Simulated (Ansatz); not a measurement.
Write a Python script for Ansatz 0.2.0, Python API that makes a composite energy at a relaxed geometry of BH₅SSi, SMILES [SiH3]BS. Settings (for the species named): PBE0, def2-SVP basis, multiplicity 1, D4 dispersion.

The script reads `bh5ssi.xyz`:
```text
8

Si   -0.50720    0.75250   -0.60010
B     0.36680   -0.14570    0.80830
S     0.13500   -2.00250    0.97820
H    -1.27220   -0.14940   -1.40310
H     0.43060    1.44830   -1.50140
H    -1.44890    1.82440   -0.02850
H     1.09230    0.45450    1.55960
H     1.29580   -2.23920    0.13120
```

`composite_bh5ssi.py`:
```python
# -*- coding: utf-8 -*-
"""Relax BH5SSi cheaply, then refine its energy."""

import itertools

import ansatz as az
from ase.data import atomic_numbers, covalent_radii
import numpy as np

geometry = az.Crystal.molecule_from_extxyz("bh5ssi.xyz")

job = geometry.calculation()
job = job.basis(gaussian="def2-SVP")
job = job.functional("pbe0", dispersion="d4")
symbols = [site.symbol for site in geometry.cartesian_sites]
start = np.array([site.position_ang for site in geometry.cartesian_sites], dtype=float)
report = job.relax(force_tolerance=0.01, max_steps=100).run().report
end = np.array(report["positions_ang"])
# pairs closer than 1.2 times the sum of covalent radii, before or after
radius = [covalent_radii[atomic_numbers[s]] for s in symbols]
span = lambda where, i, j: np.linalg.norm(where[i] - where[j])
bonded = [(i, j) for i, j in itertools.combinations(range(len(symbols)), 2) if min(span(start, i, j), span(end, i, j)) < 1.2 * (radius[i] + radius[j])]
print("pair        before    after (A)")
for i, j in bonded:
    print(f"{symbols[i]}{i}-{symbols[j]}{j}".ljust(10), f"{span(start, i, j):8.4f} {span(end, i, j):8.4f}")

minimum = az.Crystal.molecule()
for symbol, place in zip(symbols, end):
    minimum = minimum.atom(symbol, place.tolist())
at_minimum = minimum.calculation()
# MP2 extrapolated to the basis limit, plus the small-basis difference CCSD(T) - MP2
level = lambda method, basis: at_minimum.basis(gaussian=basis).correlation(method).run().report
small, large, cluster = level("mp2", "cc-pVDZ"), level("mp2", "cc-pVTZ"), level("ccsd_t", "cc-pVDZ")
corr = lambda each: (each["free_energy_ev"] - each["reference_energy_ev"]) / 27.211386246
mp2_limit = (27 * corr(large) - 8 * corr(small)) / 19
pieces = {"HF / cc-pVTZ": large["reference_energy_ev"] / 27.211386246, "MP2 correlation, DZ-TZ limit": mp2_limit, "CCSD(T) - MP2 / cc-pVDZ": corr(cluster) - corr(small)}
for name, value in pieces.items():
    print(f"{name:32s} {value:14.6f} Ha")
print(f"{'sum':32s} {sum(pieces.values()):14.6f} Ha")
print("T1 diagnostic", round(cluster["correlation"]["coupled_cluster"]["t1_diagnostic"], 4))
```

```console
$ python composite_bh5ssi.py
pair        before    after (A)
Si0-B1       1.8853   2.0158
Si0-H3       1.4295   1.4969
Si0-H4       1.4751   1.4988
Si0-H5       1.5370   1.4990
B1-S2        1.8789   1.7685
B1-H6        1.2046   1.2066
S2-H7        1.4563   1.3548
HF / cc-pVTZ                        -714.103876 Ha
MP2 correlation, DZ-TZ limit          -0.444376 Ha
CCSD(T) - MP2 / cc-pVDZ               -0.065695 Ha
sum                                 -714.613947 Ha
T1 diagnostic 0.0162
```

Notes:
- Total energies depend on the basis set; only differences at equal settings carry meaning.
- The sum leaves out core correlation, relativity, the Hartree-Fock basis error and zero-point energy; a DZ-TZ extrapolation is rough.
- Inner cores stay frozen, so this is valence correlation.
- For Al to Cl the sets with a tight d function, cc-pV(X+d)Z, are usual.
- An extrapolation from small basis sets is rough.
- Run time: 38 s on 1 thread of Arm Neoverse V2, on a shared host, peak memory 0.35 GiB.
